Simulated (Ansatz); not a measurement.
# How methods differ on [BNH4]− (SMILES [BH2-]N)

The species is [BNH4]− (6 atoms), meant as a doublet with charge -1. SMILES: `[BH2-]N`. The shape is that of a GFN2-xTB optimisation.

| atom | x (Å) | y (Å) | z (Å) |
| --- | --- | --- | --- |
| B | -0.4092 | -0.6844 | 0.1812 |
| N | -0.1751 | 0.8689 | 0.0985 |
| H | 0.6202 | -1.3231 | 0.5739 |
| H | -0.8077 | -1.1319 | -0.9153 |
| H | 0.2962 | 1.1340 | -0.7764 |
| H | 0.4756 | 1.1365 | 0.8381 |

Each level gives the energy change with the B1–H3 bond stretched from 1.274 to 1.910 Å (eV). The values are calculated.

```
           level                    kind  program  value (eV)  less FCI/STO-3G
      UHF/STO-3G            Hartree–Fock   Ansatz        2.97            +0.56
U-wB97M-V/STO-3G  range-separated hybrid   Ansatz        2.43            +0.02
  U-wB97X/STO-3G  range-separated hybrid   Ansatz        2.49            +0.08
   UHSE06/STO-3G  range-separated hybrid   Ansatz        2.43            +0.02
  UB2PLYP/STO-3G           double hybrid   Ansatz        2.44            +0.03
 UCCSD(T)/STO-3G   coupled cluster or CI   Ansatz        2.41             0.00
UCCSDT(Q)/STO-3G   coupled cluster or CI   Ansatz        2.41             0.00
  UCCSDTQ/STO-3G   coupled cluster or CI   Ansatz        2.41             0.00
      FCI/STO-3G      exact in the basis   Ansatz        2.41             0.00
```

FCI/STO-3G is exact within its basis and frozen core, so for wave-function methods in that basis the difference is their error; functionals converge differently with the basis, so for them it is only a difference. Sets without diffuse functions describe the anion poorly. The first shape isn't each level's own minimum. The values span 2.41 to 2.97 eV. All rows use very small basis sets, so even the best lies far from the true value.
